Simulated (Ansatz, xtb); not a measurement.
Relative energy of two isomers of C5H5F

We compare a, `FC1=CC=CC1`, a singlet, with b, `FC1C=CC=C1`, a singlet. Both are isolated molecules in the gas phase, relaxed with B3LYP/def2-SVP.

**Question.** Estimate which is lower in electronic energy at CCSD(T)/def2-SVP + ΔMP2/def2-TZVPP, and by roughly how much.

**Answer.** The CCSD(T)/def2-SVP + ΔMP2/def2-TZVPP calculation puts structure a lower, by 4.1 kcal/mol.

How the difference moves with the method:

| level | geometry | E(b) − E(a) (kcal/mol) | departure from the last row (kcal/mol) | job, with rough time for the two |
| --- | --- | --- | --- | --- |
| GFN2-xTB | GFN2-xTB | +8.2 | +4.1 | optimisation, 0.17 s |
| HF/STO-3G | GFN2-xTB | +10.0 | +5.9 | single point, 0.54 s |
| r2SCAN-D4/def2-SVP | GFN2-xTB | +8.3 | +4.2 | single point, 4.1 s |
| B3LYP/def2-SVP | B3LYP/def2-SVP | +7.0 | +2.9 | optimisation, 40 s |
| HF/def2-SVP | B3LYP/def2-SVP | +3.9 | −0.2 | part of the CCSD(T) run |
| MP2/def2-SVP | B3LYP/def2-SVP | +6.6 | +2.5 | part of the CCSD(T) run |
| CCSD(T)/def2-SVP | B3LYP/def2-SVP | +5.4 | +1.3 | single point |
| CCSD(T)/def2-SVP + ΔMP2/def2-TZVPP | B3LYP/def2-SVP | +4.1 |  | single point, 50 s |

As drawn, both hold the same kinds of bond in the same numbers.

None of the levels shown reverses the order. The largest departure from CCSD(T)/def2-SVP + ΔMP2/def2-TZVPP is that of HF/STO-3G, 5.9 kcal/mol. The last row adds to CCSD(T) the change of the MP2 difference between the two basis sets, here −1.3 kcal/mol.

With harmonic frequencies from B3LYP/def2-SVP (ideal gas, rigid rotor, one conformer each, 298.15 K, 1 atm): the zero-point term adds +0.2 kcal/mol; ΔH is +4.3 and ΔG +4.2 kcal/mol.

The correlated steps freeze 6 core orbitals. Programs: Ansatz 0.2.0, xtb 6.7.1; the last row on 2 threads of Intel(R) Xeon(R) Processor @ 2.70GHz on a shared host.
